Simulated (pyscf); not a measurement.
Single points on ωB97X-D3(BJ)/def2-SVP structures (PySCF, gas phase).

Question: For the elementary gas-phase step H₂As–GaH–AsH₂ (SMILES [AsH2][GaH][AsH2]) + H₂ (SMILES [H][H]) → H₂Ga–AsH₂ (SMILES [GaH2][AsH2]) + AsH₃ (SMILES [AsH3]) (singlet surface; As–Ga, H–H broken, Ga–H, As–H formed), what barrier and reaction energy does ωB97M-D3(BJ)/def2-TZVP give, measured from the separated reactants?

Answer: ΔE‡ = 32.0 kcal/mol, ΔE = +9.4 kcal/mol. Zero-point energy shifts the barrier by +2.3 kcal/mol. It is a four-centre exchange, with an imaginary mode of 1288i cm⁻¹. On the product side the descent ends in a complex (not fully relaxed), 5.4 kcal/mol under the separated species and 23.6 kcal/mol under the saddle at ωB97X-D3(BJ)/def2-TZVP. At the saddle there is also a short Ga–H contact that neither side keeps. One saddle was located; it need not be the lowest between these sides. Elements up to Kr have no core potential and no relativistic terms here.
